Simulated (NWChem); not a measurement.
Species: CN anion

Results from NWChem. All runs use the structure optimised with B3LYP/def2-SVPD. Level: M06-2X/aug-cc-pVDZ with COSMO at NWChem's default radii, gas-phase geometry; the question gives the dielectric constant. Reactions with the solvent are ignored.

**Question.** What does the run give for dielectric constant 20.7? Quantities: electrostatic solvation energy (kcal/mol).

**Answer.** 
* **electrostatic solvation energy (kcal/mol)**: -67.2
